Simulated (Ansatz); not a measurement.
Input file:

```yaml
crystal:
  periodic: [false, false, false]
  atoms:
    - {symbol: P, position_ang: [0.000000, 0.000000, 0.000000]}
    - {symbol: H, position_ang: [1.608696, 1.614894, 1.611343]}
    - {symbol: H, position_ang: [-1.616281, -1.606713, 1.611930]}
    - {symbol: H, position_ang: [-1.607002, 1.608387, -1.619520]}
    - {symbol: H, position_ang: [1.614587, -1.616569, -1.603753]}
basis:
  gaussian: {orbitals: 6-31G}
total_charge: 1
correlation: {active_space: {window: {electrons: 12, orbitals: 8}, states: [{multiplicity: 1, weights: [1, 0.5, 1]}], root: 1}}
```

```sh
$ ansatz run in.yaml --threads 1 --pin off --events-out ev --progress --plain --max-ram 2393MiB
```

Output:

```
441 factors; integrals over basis functions are off by at most 4.2e-8 eV
mean field evaluation 1: about -9302.1260 eV, gradient 3.1e1 eV
mean field evaluation 2: about -9302.1247 eV, gradient 3.1e1 eV
mean field evaluation 4: about -9307.5708 eV, gradient 6.6e-1 eV
mean field evaluation 8: about -9307.5730 eV, gradient 1.0e-5 eV
mean field evaluation 16: about -9300.7469 eV, gradient 2.8e-3 eV
mean field evaluation 32: about -9304.2877 eV, gradient 2.6e-1 eV
mean field evaluation 64: about -9301.4620 eV, gradient 4.5e0 eV
mean field -9307.57296224 eV, -342.0469974629 hartree, gradient 2.2e-6 eV, S^2 0.000000; 4 other end points of the search recorded, 0 dependent functions left out
reference -9307.57296224 eV, -342.0469974629 hartree; 9, 9 occupied and 12, 12 virtual orbitals, 441 factors
state -9312.86798805 eV, -342.2415860721 hartree
state -9312.42364974 eV, -342.2252569406 hartree
state -9311.17238318 eV, -342.1792737425 hartree
Total energy: -9312.42364974 eV, -342.2252569406 hartree
```

Natural occupations, averaged over the states: 2.0000 2.0000 1.9998 1.6324 1.5259 1.1003 0.9255 0.8161.

Ran on 1 thread of Arm Neoverse V2, shared host: 8.5 s wall, 0.08 GiB peak host memory.
